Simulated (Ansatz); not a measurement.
Species: HO, SMILES `[OH]` (charge 0, multiplicity 2).

Q: Give a relaxed geometry from PBE0-D3(BJ)/def2-TZVP in Ansatz (an electronic-structure program).

A: the end point of this relaxation (outside a Z-matrix the atoms follow the SMILES, hydrogens last).
Z-matrix (Å, degrees):
```
O
H 1 0.9731
```
